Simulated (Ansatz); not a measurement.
Working through a rigid torsion scan of C₂H₂ClS (charge -1), SMILES C=C([S-])Cl

With the Ansatz DFT code, driven from Python.

Run as a notebook:

**Cell 1**
```python
import ansatz
from ase import Atoms
```

**Cell 2**
```python
config = {
    "basis_set": "cc-pVDZ",
    "functional": "r2scan0",
    "net_charge": -1,
    "force_tol": 0.02,
}

atoms = Atoms(["C", "C", "S", "Cl", "H", "H"], positions=[
    (-0.789, -0.095, -0.0141),
    (0.5456, 0.0126, 0.0151),
    (1.715, -1.2383, 0.1778),
    (1.2139, 1.6193, -0.1284),
    (-1.429, 0.7705, -0.1215),
    (-1.2565, -1.0691, 0.0711),
])
```

**Cell 3**
```python
# relax first, so that the scan starts from a minimum
first = ansatz.Crystal.molecule_from_ase(atoms).calculation()
first = first.basis(gaussian=config["basis_set"])
first = first.functional(config["functional"])
first = first.charge(config["net_charge"])
first = first.relax(force_tolerance=config["force_tol"], max_steps=80)
atoms.positions = first.run().report["positions_ang"]
```

**Cell 4**
```python
start = atoms.get_dihedral(4, 0, 1, 2)
energies = {}
for turn in range(0, 360, 30):
    turned = atoms.copy()
    turned.set_dihedral(4, 0, 1, 2, start + turn, indices=[1, 2, 3])
    calc = ansatz.Crystal.molecule_from_ase(turned).calculation()
    calc = calc.basis(gaussian=config["basis_set"])
    calc = calc.functional(config["functional"])
    calc = calc.charge(config["net_charge"])
    energies[round((start + turn) % 360)] = calc.run().report["free_energy_ev"]
floor = min(energies.values())
print("dihedral H4-C0-C1-S2 (deg)   E - E(min) (kcal/mol)")
for angle, e in sorted(energies.items()):
    print(f"{angle:8d} {23.060548 * (e - floor):14.3f}  " + "#" * int(30 * (e - floor) / max(max(energies.values()) - floor, 1e-9)))
```
Output:
```text
dihedral H4-C0-C1-S2 (deg)   E - E(min) (kcal/mol)
       0          0.388
      30          8.587  ####
      60         31.225  ################
      90         55.420  ##############################
     120         30.997  ################
     150          8.251  ####
     180          0.000
     210          8.281  ####
     240         31.050  ################
     270         55.419  #############################
     300         31.172  ################
     330          8.557  ####
```

The scan is rigid and the energies are electronic, in a modest basis. With rigid groups the curve can differ much from the relaxed path, the start wasn't checked as a minimum of this torsion, and equivalent turns needn't return to the same energy. Anions want diffuse functions, which this basis lacks. Wall time of the script: 92 s on 1 thread of Arm Neoverse V2 (shared host), peak memory 0.23 GiB.
